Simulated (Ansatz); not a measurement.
## Elastic constant C12 of some fcc solids

Method: PBE (Ansatz, a first-principles code, plane waves, PAW). References are measured values corrected to a static lattice or taken at low temperature (these still hold zero-point motion).

Values in GPa.

```tsv
solid	reference	PBE	error (%)
fcc Pd	176	152	-13.6
fcc Au	170	131	-23
fcc Pt	254	219	-13.8
fcc Al	61.9	64.6	+4.4
fcc Cu	125	123	-1.6
fcc Ag	97.3	81.0	-16.8
fcc Ni	151	157	+4.0
```

Over these 7 solids the mean error is -8.6 %, the mean absolute error 11.0 % (median 13.6 %), and the worst case fcc Au at -23 %; the value is too low in 5 of 7 cases.

All these references are low-temperature values that still hold zero-point motion.

Spin–orbit coupling is left out, also for the solids with elements from indium on (fcc Au, fcc Pt); its size isn't shown.

Differences are worked out from the printed values.

Each level is taken at its own relaxed cell. Ansatz's density-functional and Hartree–Fock values are scalar-relativistic unless marked +SOC, with PAW data made under PBE.

Ansatz's runs of these crystals have no spin polarisation, but for fcc Ni.

Density-functional runs with spin start from parallel moments for fcc Ni.

Not in this set, of the fcc solids with a reference value in our tables and a result at some level: 3 for a reference at room or unstated temperature (fcc Ir, fcc Pb, fcc Rh). These can be a level's worst cases. Values held back for tests aren't counted. Layered and molecular crystals are counted apart. The metals Ce to Yb are counted apart.

References as tabulated in Li et al. (2021), arXiv:2102.01972; Malica and Corso (2021), arXiv:2109.00459.
